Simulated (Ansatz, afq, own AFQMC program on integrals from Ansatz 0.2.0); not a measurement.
Integrals from Ansatz 0.2.0, then the random walk in our own AFQMC program (afq).

```yaml
crystal:
  periodic: [false, false, false]
  atoms:
    - {symbol: N, position_ang: [-0.007391, -0.000099, 0.000001]}
    - {symbol: H, position_ang: [1.141506, 0.015332, -0.000078]}
    - {symbol: H, position_ang: [-0.531312, 0.879847, -0.002761]}
    - {symbol: H, position_ang: [-0.507490, -0.893800, 0.002833]}
basis:
  gaussian: {orbitals: 6-31G}
total_charge: 1
magnetization: {spin_polarized: true, initial_magnetization: 1}
correlation: {method: ccsd_t, electrons: outside_noble_gas, hamiltonian_folder: ham}
```

```sh
$ ansatz run in.yaml --threads 1 --pin off --events-out ev --progress --plain --max-ram 16896MiB --backend cuda --devices 0, --max-vram 18GiB
```

Options of the walk:

```
--method phaseless --trial cisd --walkers 4000 --populations 20 --least-time 60 --time-step 0.005 --steps-per-block 50 --equilibration-blocks 28 --max-blocks 4000 --target-error 0.00016 --factor-cut 1e-05 --start spin_pure --seed 5283 --release-times 0.24,0.51,0.99,1.62,2.4 --release-step 0.03 --release-every 3 --taylor-order 6
```

Times are imaginary, in 1/Eh. The walk had a cap of 122 s. With eight or more populations the least sampling time is a fifth of least-time, and the error comes from their spread.

Output of the walk:

```
orbitals 14  electrons 4 3  factors 85 of 228
reference energy -55.84643002 Eh
CCSD correlation -0.10694550 Eh in 9 cycles, weight of the determinant in the CISD state 0.9546
energy of the start -55.953240 Eh
 block  time / (1/Eh)  mean weight  energy / Eh
     1     0.250  0.9999  -55.952716
     2     0.500  0.9998  -55.953404
     3     0.750  1.0000  -55.953796
     4     1.000  1.0000  -55.953909
     5     1.250  1.0000  -55.954390
    12     3.000  1.0000  -55.954865
    19     4.750  1.0001  -55.954515
    26     6.500  0.9999  -55.954902
    30     7.500  1.0000  -55.955447
    33     8.250  1.0001  -55.954453
    40    10.000  1.0000  -55.954310
    47    11.750  1.0000  -55.954804
    54    13.500  1.0001  -55.954563
    61    15.250  0.9998  -55.954888
    68    17.000  1.0003  -55.954810
    75    18.750  1.0001  -55.954380
    77    19.250  1.0000  -55.954276
    78    19.500  0.9999  -55.954552
error from the spread of 20 populations
released: time / (1/Eh)  energy / Eh  error  mean overlap
  0.24  -55.954708  0.000037  0.9989
  0.51  -55.954715  0.000028  0.9994
  0.99  -55.954704  0.000033  0.9983
  1.62  -55.954710  0.000021  0.9993
  2.40  -55.954687  0.000030  1.0007
energy -55.954701 +/- 0.000039 Eh
(rows thinned)
```

The run passed its tests (sampling time, drift between the halves within three errors, error under three times the target), which doesn't prove that it has relaxed.

Against this walk (error 1.1 meV) on the same determinant: CCSD(T) 10.3 meV higher, CCSDT(Q) 0.4 meV higher (within the noise), CCSDTQ 0.1 meV higher (within the noise), full CI 0.0 meV lower (within the noise). The error is statistical and leaves out the bias of the constraint. Released to 2.40 1/Eh the energy moves by 0.4 ± 1.3 meV (both errors), within twice the noise.

Cautions: constraint bias not in the error.

The walk took 23 s on 1 × NVIDIA H100 80GB HBM3 with 2 threads of AMD EPYC 7R13 Processor (Zen 3), with other jobs on the host (the card was shared). The log's last line is the phaseless energy.

CCSDT and higher add their correlation energy to the determinant of the CCSD(T) run, since their own runs factorise the integrals more tightly (a shift of under 2 meV). A walk keeps the symmetry of its determinant, which the program's search chose and which needn't be the lowest solution, so a lower state of the same spin and another symmetry isn't excluded.
